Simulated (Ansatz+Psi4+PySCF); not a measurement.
```yaml
atoms:
  - { symbol: F, position_ang: [0.0000, 0.0000, 0.7103] }
  - { symbol: F, position_ang: [0.0000, 0.0000, -0.7103] }
```

Basis set: cc-pVTZ (spherical functions). Frozen core: 2 orbitals. Charge 0, multiplicity 1.

Computed with Ansatz (development build ahead of 0.2.0); each method stands on the lowest determinant of its kind that the runs found. Restricted open shells among the atoms or ions are ROHF, correlated in semicanonical orbitals with singles.

Question: Give the vertical ionization energy (product with multiplicity 2 at the same shape, open shells in the same class of orbitals) of singlet F₂ by RHF-MP2, UHF-MP2, UHF-CCSD(T), UHF-CCSD, RHF-CCSD(T), RHF-CCSD, RHF, UHF.

Answer:

```tsv
method	ionization energy
RHF-MP2	17.07 eV
UHF-MP2	16.44 eV
UHF-CCSD(T)	15.70 eV
UHF-CCSD	15.89 eV
RHF-CCSD(T)	15.75 eV
RHF-CCSD	15.91 eV
RHF	15.18 eV
UHF	14.99 eV
```

Caution: the determinant breaks the point group. Caution for RHF-MP2, UHF-MP2: MP2 on this radical cation hangs on the determinant chosen. Caution for RHF-MP2, RHF-CCSD(T), RHF-CCSD, RHF: an unrestricted determinant lies well below. Caution for RHF-MP2, UHF-MP2, RHF-CCSD(T): another reference gives a lower total. Caution for RHF-MP2, UHF-MP2, UHF-CCSD(T), UHF-CCSD, RHF-CCSD(T), RHF-CCSD: large amplitudes, a single reference is doubtful. Caution for UHF-MP2, UHF-CCSD(T), UHF-CCSD, UHF: the unrestricted determinant is spin contaminated.
